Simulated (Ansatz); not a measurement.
```xyz
10

O     0.540    1.401    0.844
C     0.316    0.468   -0.143
O     0.624    1.018   -1.338
C    -0.984   -0.291   -0.142
C    -0.541   -1.515    0.130
S     1.193   -1.249    0.264
H     0.464    0.963    1.698
H     1.411    1.564   -1.224
H    -1.973    0.104   -0.334
H    -1.051   -2.462    0.244
```

Charge 0, multiplicity 1.

**Question.** List the CAM-B3LYP/def2-TZVPP orbital energies in eV (Ansatz). (Best estimate.)

**Answer.** Computed: Occupied: -2419.68, -523.46, -523.44, -283.10, -280.05, -279.11, -217.70, -162.29, -162.22, -162.06, -32.58, -30.41, -25.75, -20.90, -20.30, -18.06, -17.27, -15.68, -14.94, -14.45, -12.69, -12.27, -11.50, -11.11, -10.82, -9.07, -7.50. Lowest empty: 0.67, 0.74, 1.93, 2.63, 3.09, 3.18, 3.67, 5.53.
